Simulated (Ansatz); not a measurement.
**A rate constant, worked out**

An elementary step of CH₅AlO, singlet (CH₅AlO ([CH3][O][AlH2]) → CH₃AlO ([CH3][O][Al]) + H₂; Al–H, Al–H, C–H broken or loosened, H–H, C–H formed or tightened). The start structure is the reactant molecule, and the electronic barrier above it is 3.375 eV by CCSD(T) at an estimated basis limit (MP2 extrapolated from triple and quadruple zeta, plus CCSD(T) − MP2 in triple zeta). Computed with Ansatz 0.2.0 (basis: def2-TZVPP and def2-QZVPP); correlated methods freeze the cores. Extrapolation: Hartree–Fock as exp(−7.88 √X), correlation as X^−2.97. Harmonic wavenumbers at PBE0-D4/def2-TZVP (Ansatz 0.2.0), in cm⁻¹:

Start: 117, 151, 206, 551, 611, 705, 789, 1177, 1191, 1227, 1484, 1493, 1501, 1927, 1963, 3001, 3066, 3081.

Saddle: 385i, 282, 457, 536, 558, 618, 696, 794, 852, 963, 1201, 1318, 1377, 1539, 1824, 3020, 3075, 3190.

Problem. Work out the transition-state-theory rate constant at 600 K from these numbers alone (harmonic vibrations; rotation, path degeneracy and anharmonicity left out), and the Wigner tunnelling factor. Use 1 cm⁻¹ = 1.2398 × 10⁻⁴ eV and k_B = 8.617 × 10⁻⁵ eV/K.

Solution. Zero-point energies, half the sums: start 24241/2 cm⁻¹ = 1.5028 eV; saddle, real modes only, 22300/2 cm⁻¹ = 1.3824 eV.
Barrier with zero-point energy: 3.375 + 1.3824 − 1.5028 = 3.2546 eV.
k_BT = 0.05170 eV, so the barrier is 62.95 k_BT.
Vibrational partition functions from the zero-point level, ln q = −Σ ln(1 − exp(−hν/k_BT)): start 4.762, saddle 2.795.
k = (k_BT/h) exp(ln q‡ − ln q) exp(−E0/k_BT), with log₁₀(k_BT/h in s⁻¹) = 13.10: log₁₀ k = 13.10 + (-1.967 − 62.95)/2.3026 = -15.09, so k ≈ 8 × 10^(-16) s⁻¹.
Wigner factor: 1 + (hν‡/k_BT)²/24 = 1 + (0.92)²/24 = 1.04. A change of 1 kcal/mol (0.043 eV) in the barrier would change k by a factor of 2.3 at this temperature.

T1 diagnostic: at most 0.034. The T1 diagnostic is large here, which may signal multireference character or strong orbital relaxation, so CCSD(T) is less sure. The restricted Hartree–Fock reference is unstable towards an unrestricted one at one or more of these structures. A large double-excitation amplitude points to some diradical character; no triplet was computed.

Labels in which every atom is bracketed show which atoms are joined, not bond orders.

For scale, one of the runs: CCSD(T)/def2-TZVPP, 174 basis functions, launched by `ansatz run in.yaml --threads 2 --pin off --events-out ev --progress --plain --max-ram 4352MiB`. The run took 14 s on 2 CPU threads of an Intel Xeon 6975P-C (shared host), with 1.6 GiB of host memory at its peak.
